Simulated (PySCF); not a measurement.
**Question.** What does the PBE0-D3(BJ)/def2-SVP structure of `S(CC)C(C)C` (ethyl isopropyl sulfide) look like in three dimensions?

**Answer.** 
Z-matrix in Å and degrees, rows numbered from 1:
```
C 
C   1  1.5169
S   2  1.8136  1  114.93
C   3  1.8294  2  102.68  1    64.07
C   4  1.5188  3  112.58  2    62.04
C   4  1.5221  3  106.47  2  -174.60
H   1  1.1019  2  110.76  3   175.97
H   1  1.1009  2  111.66  3   -64.48
H   1  1.1003  2  110.78  3    55.57
H   2  1.1017  1  110.62  3  -116.57
H   2  1.1024  1  111.42  3   125.57
H   4  1.1033  3  107.47  2   -58.66
H   5  1.1013  4  110.50  3    59.88
H   5  1.1026  4  110.43  3   179.74
H   5  1.1002  4  112.09  3   -60.56
H   6  1.1013  4  110.28  3   178.46
H   6  1.1017  4  110.83  3   -62.03
H   6  1.1000  4  111.29  3    58.25
```

Of the pairs four or more bonds apart, H11···H15 is among the closest relative to their van der Waals radii: 2.22 Å, 93 % of the sum of Bondi's values. S3 (sulfide sulfur) is bent (angle 102.7°).

Level of theory: PBE0-D3(BJ)/def2-SVP geometry optimisation, gas phase in PySCF.

Point group: C1 (no symmetry element, even within 0.4 Å). Whether it is a minimum is left open (no frequencies). One conformer, not necessarily the lowest (C1–C2–S3–C4 64°, C2–S3–C4–C5 62°).
